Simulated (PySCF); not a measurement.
# CS$_{2}$, singlet: reading a ladder of total energies

Geometry: MP2(full)/6-31G*, from the G2/97 set.

```xyz
3

S     0.0000    0.0000    1.5611
C     0.0000    0.0000    0.0000
S     0.0000    0.0000   -1.5611
```

Basis STO-3G; PySCF 2.14.0. Correlated methods freeze the noble-gas cores, which leaves 16 electrons in 12 orbitals. R marks a restricted (for open shells ROHF) determinant.

Full CI is exact within this basis and frozen core; it isn't the basis-set limit.

| level | total energy (hartree) |
| --- | --- |
| RHF | -823.721874 |
| RMP2 | -823.893949 |
| RCCSD | -823.886556 |
| RCCSD(T) | -823.902190 |
| RCCSDT | -823.902485 |
| RCCSDT(Q) | -823.903418 |
| full CI | -823.903544 |

Q: What is the correlation energy at full CI, and what share of it do RMP2 and RCCSDT(Q) recover?

A: E(corr) = -823.903544 − (-823.721874) = -0.181670 hartree = -4.943 eV. RMP2: -0.172075 / -0.181670 = 94.72 %. RCCSDT(Q): -0.181544 / -0.181670 = 99.93 %.

Q: By how many kcal/mol does RCCSD(T) miss full CI (1 hartree = 627.509 kcal/mol), and which steps make up the rest?

A: -823.902190 − (-823.903544) = 0.001354 hartree = 0.85 kcal/mol. Steps: RCCSDT − RCCSD(T) = -0.19, RCCSDT(Q) − RCCSDT = -0.59, full CI − RCCSDT(Q) = -0.08 kcal/mol. Differences between like states or geometries often cancel part of this.
